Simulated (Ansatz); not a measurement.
**How the elastic constant C13 of hcp Tc moves with the method**

No measured value is used here.

| level (code) | value (GPa) | cell (Å³/atom) |
|---|---|---|
| LDA (Ansatz) | ? | 13.77 |
| PBE (Ansatz) | 186 | 14.44 |
| PBEsol (Ansatz) | 203 | 14.00 |
| r²SCAN (Ansatz) | 201 | 14.20 |

### Question
What belongs in the gaps?

### Answer

- LDA (Ansatz, an electronic-structure program), value (GPa): 216

Each level is taken at its own relaxed cell. Cutoffs differ between the levels. Ansatz's density-functional and Hartree–Fock values are scalar-relativistic unless marked +SOC, with PAW data made under PBE.
